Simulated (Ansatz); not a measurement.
Born–Oppenheimer molecular dynamics of CH3Cl (5 atoms, charge 0, multiplicity 1). It starts from a relaxed structure.

Level of theory: Ansatz, RKS r2SCANh-D4/6-31G*.

| Quantity | Value |
| --- | --- |
| ensemble | NVT, Langevin thermostat |
| time step | 0.5 fs |
| steps asked | 500 |
| set temperature | 200 K |
| friction | 0.001 /fs |
| temperature schedule | 125 steps to 200 K, then 375 steps to 400 K |
| seed | 502235 |

First frame:

```xyz
5
Properties=species:S:1:pos:R:3
C -0.123 0.010 0.053
Cl 1.479 -0.292 -0.677
H -0.287 -0.717 0.847
H -0.883 -0.097 -0.721
H -0.136 1.022 0.457
```

Q: How far do the bonds stretch over the last three quarters of this one trajectory? (Pairs bonded in most of those frames.)

A: 
```
  bond  mean (Å)  spread (Å)  shortest  longest
C1–Cl2     1.791       0.009      1.77     1.81
 C1–H3     1.091       0.016      1.06     1.12
 C1–H4     1.091       0.021      1.05     1.13
 C1–H5     1.090       0.014      1.06     1.12
```

Mean temperature of the second half: 149 K. The schedule's set-point averaged 333 K over the second half and the system 149 K, so it lags behind the ramp. A run of 0.25 ps of so small a system gives no equilibrium averages.

Run time: 11 min on 1 thread of Arm Neoverse V1, with other jobs on the host, peak memory 0.092 GiB.
